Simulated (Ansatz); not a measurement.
# [BF2]+ (SMILES F[B+]F): the vertical energy of the triplet above the singlet, rung by rung

The species is [BF2]+ (3 atoms), meant as a singlet with charge +1. SMILES: `F[B+]F`. The shape is that of a GFN2-xTB optimisation.

```xyz
3

F     0.3274    1.1339    0.3057
B     0.0007   -0.0003    0.0004
F    -0.3281   -1.1336   -0.3060
```

Each level gives the vertical energy of the triplet above the singlet (eV). The values are calculated.

```json
{"level": "HF/STO-3G", "kind": "Hartree–Fock", "program": "Ansatz", "value (eV)": "10.01", "less FCI/STO-3G": "-0.35"}
{"level": "B3LYP/STO-3G", "kind": "global hybrid", "program": "Ansatz", "value (eV)": "9.86", "less FCI/STO-3G": "-0.50"}
{"level": "BHLYP/STO-3G", "kind": "global hybrid", "program": "Ansatz", "value (eV)": "10.05", "less FCI/STO-3G": "-0.31"}
{"level": "PBE0/STO-3G", "kind": "global hybrid", "program": "Ansatz", "value (eV)": "9.90", "less FCI/STO-3G": "-0.46"}
{"level": "HSE06/STO-3G", "kind": "range-separated hybrid", "program": "Ansatz", "value (eV)": "9.90", "less FCI/STO-3G": "-0.46"}
{"level": "B2PLYP/STO-3G", "kind": "double hybrid", "program": "Ansatz", "value (eV)": "10.30", "less FCI/STO-3G": "-0.06"}
{"level": "RPA@PBE/STO-3G", "kind": "RPA", "program": "Ansatz", "value (eV)": "9.44", "less FCI/STO-3G": "-0.92"}
{"level": "CCSDT(Q)/STO-3G", "kind": "coupled cluster or CI", "program": "Ansatz", "value (eV)": "10.37", "less FCI/STO-3G": "+0.01"}
{"level": "FCI/STO-3G", "kind": "exact in the basis", "program": "Ansatz", "value (eV)": "10.36", "less FCI/STO-3G": "0.00"}
```

FCI/STO-3G is exact within its basis and frozen core, so for wave-function methods in that basis the difference is their error; functionals converge differently with the basis, so for them it is only a difference. The values span 9.44 to 10.37 eV. All rows use very small basis sets, so none should be taken for the real molecule's value.
